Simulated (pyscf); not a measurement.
O=Ge=O + methane (CH₄) → H₃C–Ge(=O)–OH (addition across a multiple bond or ene-type step; singlet surface; C–H broken, C–Ge, H–O formed). Single points on ωB97X-D3(BJ)/def2-SVP structures (PySCF, gas phase). MP2 and CC: frozen core, UHF for open shells. ΔMP2 is the change of the MP2 total energy from the triple- to the quadruple-zeta basis. Energies in kJ/mol from the separated reactants.

| level | barrier | reaction energy |
|---|---|---|
| ωB97X-D3(BJ)/def2-TZVP | 125.9 | -186.2 |
| r²SCAN/def2-TZVP | 117.7 | -163.2 |
| B3LYP-D3(BJ)/def2-TZVP | 135.8 | -159.7 |
| PBE0-D3(BJ)/def2-TZVP | 113.2 | -179.8 |
| M06-2X/def2-TZVP | (withheld) | -193.5 |
| ωB97M-D3(BJ)/def2-TZVP | 130.2 | -174.7 |
| CCSD(T)/def2-TZVPP + ΔMP2(QZVPP) | (withheld) | (withheld) |

Question: Complete the blanks.

Answer: 
- M06-2X/def2-TZVP, barrier: 117.6
- CCSD(T)/def2-TZVPP + ΔMP2(QZVPP), barrier: 134.8
- CCSD(T)/def2-TZVPP + ΔMP2(QZVPP), reaction energy: -170.5

On the product side the descent ends in a point that may be a rotor saddle (no frequency run), 18.4 kJ/mol over the lowest minimum found and 293.7 kJ/mol under the saddle at ωB97X-D3(BJ)/def2-TZVP. This is the saddle that the search found; another between the same sides may lie lower. The CCSD(T) − MP2 part came from Ansatz, without density fitting, on the same reference. The frozen core leaves the outer d or s,p core shells of the metals and heavy elements correlated in the MP2 and CC values, and def2-TZVPP describes them poorly, which can shift differences by a few kcal/mol. Elements up to Kr have no core potential and no relativistic terms here.
